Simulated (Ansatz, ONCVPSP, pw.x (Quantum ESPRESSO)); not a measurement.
# What a changed setting does to a pw.x run (bcc Tl)

Potential: optimised norm-conserving Vanderbilt (ONCV), ONCVPSP 4.0.1.1 (patched build), PBEsol; core [Xe] 4f14, reference 5d10 6s2 6p1; waves: 6s: rc 2.10 bohr, ncon 3, nbas 6, qcut 3.2 1/bohr, 2 projectors, debl 2.1 Ha; 6p: rc 2.95 bohr, ncon 4, nbas 7, qcut 2.3 1/bohr, 3 projectors, debl 0.4 Ha; 5d: rc 1.50 bohr, ncon 4, nbas 9, qcut 10.6 1/bohr, 2 projectors, debl 1.5 Ha; f scattering state at 0.09 Ha: rc 3.15 bohr, ncon 4, nbas 8, qcut 4 1/bohr, 1 projector; local part: polynomial inside 1.40 bohr (lpopt 4, dvloc0 4 Ha); core correction: none.

The reference run (k-mesh 12³, cutoffs 65/260 Ry, Fermi–Dirac 0.01 Ry, mixing_beta 0.4, conv_thr 1e-9, no spin) gives -0.25 GPa at 28.851 Å³/atom, where all-electron LAPW gives -0.24 GPa. This run, with its own iteration cap, changes smearing to mp.

```
&control
  calculation='scf', prefix='x', pseudo_dir='./', outdir='./tmp', tstress=.true., disk_io='none'
/
&system
  ibrav=0, nat=1, ntyp=1, ecutwfc=65, ecutrho=260, nbnd=14,
  occupations='smearing', smearing='mp', degauss=0.01
/
&electrons
  conv_thr=1e-09, mixing_beta=0.4, electron_maxstep=70
/
ATOMIC_SPECIES
Tl 1.0 Tl.UPF
CELL_PARAMETERS angstrom
  -1.93211791 1.93211791 1.93211791
  1.93211791 -1.93211791 1.93211791
  1.93211791 1.93211791 -1.93211791
ATOMIC_POSITIONS crystal
Tl 0.0000 0.0000 0.0000
K_POINTS automatic
12 12 12 0 0 0
```

```bash
pw.x < Tl.scf.in > Tl.scf.out
```

Task: How does the run end?

Result: It converges in 9 iterations; the free energy moves by +18.0 meV/atom and the pressure by -0.16 GPa. This scheme is built to cancel the term in the square of the width that Fermi–Dirac smearing leaves in the F of a metal.

```
Message from routine setup:
     using ibrav=0 with symmetry is DISCOURAGED, use correct ibrav instead
     lattice parameter (alat)  =       6.3240  a.u.
     unit-cell volume          =     194.6962 (a.u.)^3
     number of electrons       =        13.00
     number of Kohn-Sham states=           14
     kinetic-energy cutoff     =      65.0000  Ry
     charge density cutoff     =     260.0000  Ry
     scf convergence threshold =      1.0E-09
     Exchange-correlation= PBESOL
     number of k points=    72  Methfessel-Paxton smearing, width (Ry)=  0.0100
     iteration #  1     ecut=    65.00 Ry     beta= 0.40
     total energy              =    -100.41596575 Ry
     estimated scf accuracy    <       0.00641977 Ry
     iteration #  2     ecut=    65.00 Ry     beta= 0.40
     total energy              =    -100.41647882 Ry
     estimated scf accuracy    <       0.00057511 Ry
     iteration #  3     ecut=    65.00 Ry     beta= 0.40
     total energy              =    -100.41656031 Ry
     estimated scf accuracy    <       0.00006720 Ry
     iteration #  4     ecut=    65.00 Ry     beta= 0.40
     total energy              =    -100.41656291 Ry
     estimated scf accuracy    <       0.00000190 Ry
     iteration #  5     ecut=    65.00 Ry     beta= 0.40
     total energy              =    -100.41656336 Ry
     estimated scf accuracy    <       0.00000012 Ry
     iteration #  6     ecut=    65.00 Ry     beta= 0.40
     total energy              =    -100.41656340 Ry
     estimated scf accuracy    <       0.00000007 Ry
     iteration #  7     ecut=    65.00 Ry     beta= 0.40
     total energy              =    -100.41656340 Ry
     estimated scf accuracy    <          2.5E-09 Ry
     iteration #  8     ecut=    65.00 Ry     beta= 0.40
     total energy              =    -100.41656340 Ry
     estimated scf accuracy    <          1.3E-09 Ry
     iteration #  9     ecut=    65.00 Ry     beta= 0.40
     the Fermi energy is    10.3787 ev
!    total energy              =    -100.41656340 Ry
     estimated scf accuracy    <          1.0E-10 Ry
     smearing contrib. (-TS)   =      -0.00005209 Ry
     The total energy is F=E-TS. E is the sum of the following terms:
     one-electron contribution =     -23.90147544 Ry
     hartree contribution      =      20.89632813 Ry
     xc contribution           =     -13.18769990 Ry
     ewald contribution        =     -84.22366411 Ry
     convergence has been achieved in   9 iterations
          total   stress  (Ry/bohr**3)                   (kbar)     P=       -4.13
     Message from routine punch:
     Nothing written, as per user request (disk_io='none')
```

The run took about 25 s on one core of a shared host (Neoverse-V2, 32 threads, 247 GiB, load 10).
